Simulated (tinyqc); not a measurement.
Inside a calculation. Method: RHF in the sto-3g basis, for HF, spin multiplicity 1. Computed by tinyqc, a small Python program that keeps every step (integrals from PySCF). Settings: charge = 0, multiplicity = 1, basis = sto-3g, energy threshold = 1e-10, iteration cap = 50, orthogonalisation = symmetric, start = core, DIIS depth = 0, method = RHF. Command: `OMP_NUM_THREADS=1 python tinyqc.py 22870 22871 out.jsonl` (the two numbers bound the seeds that draw the settings). One thread of a shared host (Intel(R) Xeon(R) Processor @ 2.60GHz), about 0.06 s of CPU time with the checks. Later iterations appear only in the table of the cycle.

## One-electron integrals

Geometry (angstrom):
```
atom,x,y,z
F,0.000000,0.000000,0.000000
H,0.000000,0.000000,1.042000
```

Basis sto-3g: exponents (1/bohr^2) and contraction coefficients of normalised primitives:
```
element,l (shell),exponent,coefficient
F,s (1),166.679130,0.154329
F,s (1),30.360812,0.535328
F,s (1),8.216821,0.444635
F,s (2),6.464803,-0.099967
F,s (2),1.502281,0.399513
F,s (2),0.488588,0.700115
F,p (3),6.464803,0.155916
F,p (3),1.502281,0.607684
F,p (3),0.488588,0.391957
H,s (1),3.425251,0.154329
H,s (1),0.623914,0.535328
H,s (1),0.168855,0.444635
```

Overlap, kinetic and nuclear-attraction integrals over the contracted functions; the nuclear repulsion is the sum of Za Zb / Rab.

nuclear repulsion = 4.57062850 hartree

overlap S:
```
,1F 1s,1F 2s,1F 2px,1F 2py,1F 2pz,2H 1s
1F 1s,1.000000,0.237990,0.000000,0.000000,0.000000,0.036682
1F 2s,0.237990,1.000000,0.000000,0.000000,0.000000,0.369533
1F 2px,0.000000,0.000000,1.000000,0.000000,0.000000,0.000000
1F 2py,0.000000,0.000000,0.000000,1.000000,0.000000,0.000000
1F 2pz,0.000000,0.000000,0.000000,0.000000,1.000000,0.304184
2H 1s,0.036682,0.369533,0.000000,0.000000,0.304184,1.000000
```

kinetic energy T (hartree):
```
,1F 1s,1F 2s,1F 2px,1F 2py,1F 2pz,2H 1s
1F 1s,36.984577,-0.212858,0.000000,0.000000,0.000000,-0.006219
1F 2s,-0.212858,1.037995,0.000000,0.000000,0.000000,0.071403
1F 2px,0.000000,0.000000,3.248015,0.000000,0.000000,0.000000
1F 2py,0.000000,0.000000,0.000000,3.248015,0.000000,0.000000
1F 2pz,0.000000,0.000000,0.000000,0.000000,3.248015,0.185745
2H 1s,-0.006219,0.071403,0.000000,0.000000,0.185745,0.760032
```

nuclear attraction V (hartree):
```
,1F 1s,1F 2s,1F 2px,1F 2py,1F 2pz,2H 1s
1F 1s,-77.517427,-9.297671,0.000000,0.000000,-0.011661,-1.471784
1F 2s,-9.297671,-12.047553,0.000000,0.000000,-0.142998,-3.332158
1F 2px,0.000000,0.000000,-11.926470,0.000000,0.000000,0.000000
1F 2py,0.000000,0.000000,0.000000,-11.926470,0.000000,0.000000
1F 2pz,-0.011661,-0.142998,0.000000,0.000000,-12.011476,-2.404905
2H 1s,-1.471784,-3.332158,0.000000,0.000000,-2.404905,-5.678159
```

core Hamiltonian H = T + V (hartree):
```
,1F 1s,1F 2s,1F 2px,1F 2py,1F 2pz,2H 1s
1F 1s,-40.532851,-9.510529,0.000000,0.000000,-0.011661,-1.478003
1F 2s,-9.510529,-11.009558,0.000000,0.000000,-0.142998,-3.260755
1F 2px,0.000000,0.000000,-8.678456,0.000000,0.000000,0.000000
1F 2py,0.000000,0.000000,0.000000,-8.678456,0.000000,0.000000
1F 2pz,-0.011661,-0.142998,0.000000,0.000000,-8.763461,-2.219160
2H 1s,-1.478003,-3.260755,0.000000,0.000000,-2.219160,-4.918127
```

## Two-electron integrals

Functions are numbered as in S; the eight-fold symmetry (ij|kl) = (ji|kl) = (kl|ij) leaves the list below.

Two-electron integrals (ij|kl) in chemists' order, unique and non-zero (hartree):
```
i,j,k,l,(ij|kl)
1,1,1,1,5.403501
2,1,1,1,0.841920
2,1,2,1,0.156299
2,2,1,1,1.268028
2,2,2,1,0.292344
2,2,2,2,0.926167
3,1,3,1,0.027998
3,2,3,1,0.043169
3,2,3,2,0.204588
3,3,1,1,1.264502
3,3,2,1,0.292403
3,3,2,2,0.925959
3,3,3,3,0.997514
4,1,4,1,0.027998
4,2,4,1,0.043169
4,2,4,2,0.204588
4,3,4,3,0.053770
4,4,1,1,1.264502
4,4,2,1,0.292403
4,4,2,2,0.925959
4,4,3,3,0.889973
4,4,4,4,0.997514
5,1,5,1,0.027998
5,2,5,1,0.043169
5,2,5,2,0.204588
5,3,5,3,0.053770
5,4,5,4,0.053770
5,5,1,1,1.264502
5,5,2,1,0.292403
5,5,2,2,0.925959
5,5,3,3,0.889973
5,5,4,4,0.889973
5,5,5,5,0.997514
6,1,1,1,0.131598
6,1,2,1,0.024227
6,1,2,2,0.045038
6,1,3,3,0.044969
6,1,4,4,0.044969
6,1,5,1,0.000995
6,1,5,2,0.001867
6,1,5,5,0.045184
6,1,6,1,0.003794
6,2,1,1,0.336053
6,2,2,1,0.078530
6,2,2,2,0.277888
6,2,3,3,0.273805
6,2,4,4,0.273805
6,2,5,1,0.005358
6,2,5,2,0.041944
6,2,5,5,0.285782
6,2,6,1,0.012354
6,2,6,2,0.102962
6,3,3,1,0.008187
6,3,3,2,0.048639
6,3,5,3,0.008813
6,3,6,3,0.015202
6,4,4,1,0.008187
6,4,4,2,0.048639
6,4,5,4,0.008813
6,4,6,4,0.015202
6,5,1,1,0.229878
6,5,2,1,0.054404
6,5,2,2,0.206068
6,5,3,3,0.197278
6,5,4,4,0.197278
6,5,5,1,0.011431
6,5,5,2,0.078101
6,5,5,5,0.223413
6,5,6,1,0.008915
6,5,6,2,0.093643
6,5,6,5,0.099726
6,6,1,1,0.494229
6,6,2,1,0.117386
6,6,2,2,0.479308
6,6,3,3,0.463024
6,6,4,4,0.463024
6,6,5,1,0.009970
6,6,5,2,0.110184
6,6,5,5,0.511334
6,6,6,1,0.018581
6,6,6,2,0.228626
6,6,6,5,0.241675
6,6,6,6,0.774606
```

## Orthogonalisation

S = U s U^T; symmetric (Loewdin) form X = U s^(-1/2) U^T, so that X^T S X = 1.

eigenvalues of S: 0.496424  0.846168  1.000000  1.000000  1.127720  1.529688

X:
```
,1F 1s,1F 2s,1F 2px,1F 2py,1F 2pz,2H 1s
1F 1s,1.022998,-0.130231,0.000000,0.000000,-0.005466,0.019215
1F 2s,-0.130231,1.087018,0.000000,0.000000,0.052156,-0.221784
1F 2px,0.000000,0.000000,1.000000,0.000000,0.000000,0.000000
1F 2py,0.000000,0.000000,0.000000,1.000000,0.000000,0.000000
1F 2pz,-0.005466,0.052156,0.000000,0.000000,1.041946,-0.179043
2H 1s,0.019215,-0.221784,0.000000,0.000000,-0.179043,1.104647
```

## Starting guess

The start is the orbitals of the core Hamiltonian; D = 2 C_occ C_occ^T.

D at the start:
```
,1F 1s,1F 2s,1F 2px,1F 2py,1F 2pz,2H 1s
1F 1s,2.125515,-0.537322,0.000000,0.000000,-0.028311,0.065942
1F 2s,-0.537322,2.298626,0.000000,0.000000,0.163348,-0.279901
1F 2px,0.000000,0.000000,2.000000,0.000000,0.000000,0.000000
1F 2py,0.000000,0.000000,0.000000,2.000000,0.000000,0.000000
1F 2pz,-0.028311,0.163348,0.000000,0.000000,2.144639,-0.298144
2H 1s,0.065942,-0.279901,0.000000,0.000000,-0.298144,0.070383
```

## Iteration 1: building the Fock matrix

J_ij = sum D_kl (ij|kl), K_ij = sum D_kl (ik|jl); F = H + J - 0.5 K; E = tr D H + tr D J / 2 - 0.25 tr D K + E_nn.

Coulomb J (hartree):
```
,1F 1s,1F 2s,1F 2px,1F 2py,1F 2pz,2H 1s
1F 1s,20.992039,4.025305,0.000000,0.000000,0.003535,0.624115
1F 2s,4.025305,9.960880,0.000000,0.000000,0.002344,2.894420
1F 2px,0.000000,0.000000,9.953175,0.000000,0.000000,0.000000
1F 2py,0.000000,0.000000,0.000000,9.953175,0.000000,0.000000
1F 2pz,0.003535,0.002344,0.000000,0.000000,9.949870,2.103237
2H 1s,0.624115,2.894420,0.000000,0.000000,2.103237,4.795127
```

exchange K (hartree):
```
,1F 1s,1F 2s,1F 2px,1F 2py,1F 2pz,2H 1s
1F 1s,11.115235,1.949323,0.000000,0.000000,0.001445,0.319331
1F 2s,1.949323,3.241110,0.000000,0.000000,0.007795,0.825732
1F 2px,0.000000,0.000000,2.670941,0.000000,0.000000,0.000000
1F 2py,0.000000,0.000000,0.000000,2.670941,0.000000,0.000000
1F 2pz,0.001445,0.007795,0.000000,0.000000,2.669364,0.445896
2H 1s,0.319331,0.825732,0.000000,0.000000,0.445896,0.321106
```

Fock matrix F (hartree):
```
,1F 1s,1F 2s,1F 2px,1F 2py,1F 2pz,2H 1s
1F 1s,-25.098429,-6.459886,0.000000,0.000000,-0.008848,-1.013554
1F 2s,-6.459886,-2.669233,0.000000,0.000000,-0.144551,-0.779201
1F 2px,0.000000,0.000000,-0.060751,0.000000,0.000000,0.000000
1F 2py,0.000000,0.000000,0.000000,-0.060751,0.000000,0.000000
1F 2pz,-0.008848,-0.144551,0.000000,0.000000,-0.148273,-0.338871
2H 1s,-1.013554,-0.779201,0.000000,0.000000,-0.338871,-0.283554
```

total energy of this density = -97.85440242 hartree

## Iteration 1: diagonalisation and new density

Diagonalise F' = X^T F X, C = X C', fill 5 alpha and 5 beta electrons from the bottom; D = 2 C_occ C_occ^T. Each column has its largest component positive (the first on a tie).

F' = X^T F X (hartree):
```
,1,2,3,4,5,6
1,-24.626244,-3.375855,0.000000,0.000000,-0.019069,-0.123842
2,-3.375855,-1.456317,0.000000,0.000000,-0.051890,-0.371575
3,0.000000,0.000000,-0.060751,0.000000,0.000000,0.000000
4,0.000000,0.000000,0.000000,-0.060751,0.000000,0.000000
5,-0.019069,-0.051890,0.000000,0.000000,-0.050996,-0.329608
6,-0.123842,-0.371575,0.000000,0.000000,-0.329608,0.025134
```

orbital energies (hartree): MO1 -25.109338, MO2 -1.106443, MO3 -0.254673, MO4 -0.060751, MO5 -0.060751, MO6 0.362029

coefficients C:
```
,MO1,MO2,MO3,MO4,MO5,MO6
1F 1s,0.994407,-0.251955,0.086814,0.000000,0.000000,0.063407
1F 2s,0.023294,0.954580,-0.419139,0.000000,0.000000,-0.403773
1F 2px,0.000000,0.000000,0.000000,-0.143800,0.989607,0.000000
1F 2py,0.000000,0.000000,0.000000,0.989607,0.143800,0.000000
1F 2pz,0.001899,0.142001,0.707866,0.000000,0.000000,-0.774090
2H 1s,-0.004829,0.132093,0.516964,0.000000,0.000000,1.008532
```

D after iteration 1:
```
,1F 1s,1F 2s,1F 2px,1F 2py,1F 2pz,2H 1s
1F 1s,2.119727,-0.507468,0.000000,0.000000,0.055127,0.013593
1F 2s,-0.507468,2.174886,0.000000,0.000000,-0.322197,-0.181397
1F 2px,0.000000,0.000000,2.000000,0.000000,0.000000,0.000000
1F 2py,0.000000,0.000000,0.000000,2.000000,0.000000,0.000000
1F 2pz,0.055127,-0.322197,0.000000,0.000000,1.042486,0.769379
2H 1s,0.013593,-0.181397,0.000000,0.000000,0.769379,0.569447
```

Within a degenerate level the vectors are fixed only up to a rotation; this is one choice.

## Iteration 2: building the Fock matrix

As before.

Coulomb J (hartree):
```
,1F 1s,1F 2s,1F 2px,1F 2py,1F 2pz,2H 1s
1F 1s,20.250330,3.858988,0.000000,0.000000,-0.003381,0.598123
1F 2s,3.858988,9.565045,0.000000,0.000000,0.040681,2.840986
1F 2px,0.000000,0.000000,9.569361,0.000000,0.000000,0.000000
1F 2py,0.000000,0.000000,0.000000,9.569361,0.000000,0.000000
1F 2pz,-0.003381,0.040681,0.000000,0.000000,9.529774,2.110531
2H 1s,0.598123,2.840986,0.000000,0.000000,2.110531,5.016723
```

exchange K (hartree):
```
,1F 1s,1F 2s,1F 2px,1F 2py,1F 2pz,2H 1s
1F 1s,11.079044,1.910409,0.000000,0.000000,0.004697,0.313398
1F 2s,1.910409,3.105031,0.000000,0.000000,-0.056647,0.975343
1F 2px,0.000000,0.000000,2.623906,0.000000,0.000000,0.000000
1F 2py,0.000000,0.000000,0.000000,2.623906,0.000000,0.000000
1F 2pz,0.004697,-0.056647,0.000000,0.000000,2.088006,0.814744
2H 1s,0.313398,0.975343,0.000000,0.000000,0.814744,1.055382
```

Fock matrix F (hartree):
```
,1F 1s,1F 2s,1F 2px,1F 2py,1F 2pz,2H 1s
1F 1s,-25.822043,-6.606745,0.000000,0.000000,-0.017391,-1.036579
1F 2s,-6.606745,-2.997028,0.000000,0.000000,-0.073993,-0.907440
1F 2px,0.000000,0.000000,-0.421047,0.000000,0.000000,0.000000
1F 2py,0.000000,0.000000,0.000000,-0.421047,0.000000,0.000000
1F 2pz,-0.017391,-0.073993,0.000000,0.000000,-0.277690,-0.516001
2H 1s,-1.036579,-0.907440,0.000000,0.000000,-0.516001,-0.429095
```

total energy of this density = -98.55714098 hartree

## Iteration 2: diagonalisation and new density

As before.

F' = X^T F X (hartree):
```
,1,2,3,4,5,6
1,-25.350039,-3.401044,0.000000,0.000000,-0.040817,-0.119120
2,-3.401044,-1.749129,0.000000,0.000000,0.067801,-0.450060
3,0.000000,0.000000,-0.421047,0.000000,0.000000,0.000000
4,0.000000,0.000000,0.000000,-0.421047,0.000000,0.000000
5,-0.040817,0.067801,0.000000,0.000000,-0.120789,-0.512095
6,-0.119120,-0.450060,0.000000,0.000000,-0.512095,-0.034164
```

orbital energies (hartree): MO1 -25.831691, MO2 -1.409323, MO3 -0.527068, MO4 -0.421047, MO5 -0.421047, MO6 0.513961

coefficients C:
```
,MO1,MO2,MO3,MO4,MO5,MO6
1F 1s,0.994803,-0.253427,0.072043,0.000000,0.000000,0.069532
1F 2s,0.021700,0.965539,-0.370458,0.000000,0.000000,-0.424852
1F 2px,0.000000,0.000000,0.000000,0.836683,0.547687,0.000000
1F 2py,0.000000,0.000000,0.000000,-0.547687,0.836683,0.000000
1F 2pz,0.002027,0.069454,0.689712,0.000000,0.000000,-0.799955
2H 1s,-0.004479,0.132411,0.557131,0.000000,0.000000,0.986870
```

D after iteration 2:
```
,1F 1s,1F 2s,1F 2px,1F 2py,1F 2pz,2H 1s
1F 1s,2.118099,-0.499590,0.000000,0.000000,0.068206,0.004251
1F 2s,-0.499590,2.139952,0.000000,0.000000,-0.376809,-0.157285
1F 2px,0.000000,0.000000,2.000000,0.000000,0.000000,0.000000
1F 2py,0.000000,0.000000,0.000000,2.000000,0.000000,0.000000
1F 2pz,0.068206,-0.376809,0.000000,0.000000,0.961060,0.786894
2H 1s,0.004251,-0.157285,0.000000,0.000000,0.786894,0.655895
```

Within a degenerate level the vectors are fixed only up to a rotation; this is one choice.

## Iteration 3: building the Fock matrix

As before.

Coulomb J (hartree):
```
,1F 1s,1F 2s,1F 2px,1F 2py,1F 2pz,2H 1s
1F 1s,20.172060,3.841446,0.000000,0.000000,-0.005862,0.595304
1F 2s,3.841446,9.521048,0.000000,0.000000,0.033713,2.832036
1F 2px,0.000000,0.000000,9.526397,0.000000,0.000000,0.000000
1F 2py,0.000000,0.000000,0.000000,9.526397,0.000000,0.000000
1F 2pz,-0.005862,0.033713,0.000000,0.000000,9.483719,2.106127
2H 1s,0.595304,2.832036,0.000000,0.000000,2.106127,5.033721
```

exchange K (hartree):
```
,1F 1s,1F 2s,1F 2px,1F 2py,1F 2pz,2H 1s
1F 1s,11.074842,1.907338,0.000000,0.000000,0.004238,0.312517
1F 2s,1.907338,3.082673,0.000000,0.000000,-0.094109,0.983563
1F 2px,0.000000,0.000000,2.616831,0.000000,0.000000,0.000000
1F 2py,0.000000,0.000000,0.000000,2.616831,0.000000,0.000000
1F 2pz,0.004238,-0.094109,0.000000,0.000000,2.020271,0.812343
2H 1s,0.312517,0.983563,0.000000,0.000000,0.812343,1.119965
```

Fock matrix F (hartree):
```
,1F 1s,1F 2s,1F 2px,1F 2py,1F 2pz,2H 1s
1F 1s,-25.898212,-6.622752,0.000000,0.000000,-0.019642,-1.038957
1F 2s,-6.622752,-3.029846,0.000000,0.000000,-0.062230,-0.920500
1F 2px,0.000000,0.000000,-0.460474,0.000000,0.000000,0.000000
1F 2py,0.000000,0.000000,0.000000,-0.460474,0.000000,0.000000
1F 2pz,-0.019642,-0.062230,0.000000,0.000000,-0.289877,-0.519205
2H 1s,-1.038957,-0.920500,0.000000,0.000000,-0.519205,-0.444389
```

total energy of this density = -98.56448387 hartree

## Iteration 3: diagonalisation and new density

As before.

F' = X^T F X (hartree):
```
,1,2,3,4,5,6
1,-25.426035,-3.404637,0.000000,0.000000,-0.044860,-0.118253
2,-3.404637,-1.777854,0.000000,0.000000,0.081886,-0.457658
3,0.000000,0.000000,-0.460474,0.000000,0.000000,0.000000
4,0.000000,0.000000,0.000000,-0.460474,0.000000,0.000000
5,-0.044860,0.081886,0.000000,0.000000,-0.131854,-0.514358
6,-0.118253,-0.457658,0.000000,0.000000,-0.514358,-0.046208
```

orbital energies (hartree): MO1 -25.907762, MO2 -1.439056, MO3 -0.545038, MO4 -0.460474, MO5 -0.460474, MO6 0.509904

coefficients C:
```
,MO1,MO2,MO3,MO4,MO5,MO6
1F 1s,0.994837,-0.253750,0.069023,0.000000,0.000000,0.070926
1F 2s,0.021570,0.967472,-0.359197,0.000000,0.000000,-0.430099
1F 2px,0.000000,0.000000,0.000000,-0.301174,0.953569,0.000000
1F 2py,0.000000,0.000000,0.000000,0.953569,0.301174,0.000000
1F 2pz,0.002101,0.057355,0.690815,0.000000,0.000000,-0.799962
2H 1s,-0.004476,0.131209,0.558173,0.000000,0.000000,0.986441
```

D after iteration 3:
```
,1F 1s,1F 2s,1F 2px,1F 2py,1F 2pz,2H 1s
1F 1s,2.117707,-0.497662,0.000000,0.000000,0.070438,0.001560
1F 2s,-0.497662,2.130982,0.000000,0.000000,-0.385209,-0.147299
1F 2px,0.000000,0.000000,2.000000,0.000000,0.000000,0.000000
1F 2py,0.000000,0.000000,0.000000,2.000000,0.000000,0.000000
1F 2pz,0.070438,-0.385209,0.000000,0.000000,0.961039,0.786221
2H 1s,0.001560,-0.147299,0.000000,0.000000,0.786221,0.657587
```

Within a degenerate level the vectors are fixed only up to a rotation; this is one choice.

## Iteration 9 (converged): orbitals

converged F (hartree):
```
,1F 1s,1F 2s,1F 2px,1F 2py,1F 2pz,2H 1s
1F 1s,-25.901860,-6.623648,0.000000,0.000000,-0.020271,-1.039068
1F 2s,-6.623648,-3.030543,0.000000,0.000000,-0.061155,-0.922349
1F 2px,0.000000,0.000000,-0.462050,0.000000,0.000000,0.000000
1F 2py,0.000000,0.000000,0.000000,-0.462050,0.000000,0.000000
1F 2pz,-0.020271,-0.061155,0.000000,0.000000,-0.291728,-0.519494
2H 1s,-1.039068,-0.922349,0.000000,0.000000,-0.519494,-0.446771
```

As before.

F' = X^T F X (hartree):
```
,1,2,3,4,5,6
1,-25.429614,-3.405167,0.000000,0.000000,-0.045712,-0.117899
2,-3.405167,-1.777586,0.000000,0.000000,0.083414,-0.459484
3,0.000000,0.000000,-0.462050,0.000000,0.000000,0.000000
4,0.000000,0.000000,0.000000,-0.462050,0.000000,0.000000
5,-0.045712,0.083414,0.000000,0.000000,-0.133676,-0.514328
6,-0.117899,-0.459484,0.000000,0.000000,-0.514328,-0.048096
```

orbital energies (hartree): MO1 -25.911413, MO2 -1.439883, MO3 -0.546810, MO4 -0.462050, MO5 -0.462050, MO6 0.509133

coefficients C:
```
,MO1,MO2,MO3,MO4,MO5,MO6
1F 1s,0.994837,-0.253637,0.069022,0.000000,0.000000,0.071329
1F 2s,0.021571,0.966805,-0.359161,0.000000,0.000000,-0.431626
1F 2px,0.000000,0.000000,0.000000,0.034886,0.999391,0.000000
1F 2py,0.000000,0.000000,0.000000,0.999391,-0.034886,0.000000
1F 2pz,0.002127,0.056436,0.691293,0.000000,0.000000,-0.799614
2H 1s,-0.004484,0.132674,0.557537,0.000000,0.000000,0.986605
```

D after iteration 9:
```
,1F 1s,1F 2s,1F 2px,1F 2py,1F 2pz,2H 1s
1F 1s,2.117593,-0.497097,0.000000,0.000000,0.071033,0.000741
1F 2s,-0.497097,2.128349,0.000000,0.000000,-0.387353,-0.144143
1F 2px,0.000000,0.000000,2.000000,0.000000,0.000000,0.000000
1F 2py,0.000000,0.000000,0.000000,2.000000,0.000000,0.000000
1F 2pz,0.071033,-0.387353,0.000000,0.000000,0.962150,0.785798
2H 1s,0.000741,-0.144143,0.000000,0.000000,0.785798,0.656939
```

Within a degenerate level the vectors are fixed only up to a rotation; this is one choice.

## Convergence

Stop when the energy changes by less than 1e-10 hartree and every element of the error matrix X^T (F D S - S D F) X is below 3e-06.

Course of the cycle:
```
iteration,E (hartree),change,largest element of the error matrix
1,-97.85440242,-,6.36e-01
2,-98.55714098,-7.03e-01,9.77e-02
3,-98.56448387,-7.34e-03,1.56e-02
4,-98.56461400,-1.30e-04,3.15e-03
5,-98.56461987,-5.88e-06,6.84e-04
6,-98.56462016,-2.89e-07,1.51e-04
7,-98.56462017,-1.43e-08,3.36e-05
8,-98.56462018,-7.07e-10,7.47e-06
9,-98.56462018,-3.50e-11,1.66e-06
```

PySCF RHF in the same basis = -98.56462018 hartree

Converged in 9 iterations.

## Populations, bond orders and dipole

Mulliken: Z minus the diagonal of D S on the atom; Loewdin: the same with S^(1/2) D S^(1/2); Mayer order: 2 sum_s sum (D(s) S)_ij (D(s) S)_ji over the two atoms.

Charges (e):
```
atom,Mulliken,Loewdin
1F,-0.157272,-0.120493
2H,0.157272,0.120493
```

Mayer bond orders:
```
pair,order
2-1,0.975265
```

dipole moment about the origin, x y z (debye): 0.000000  0.000000  1.175299
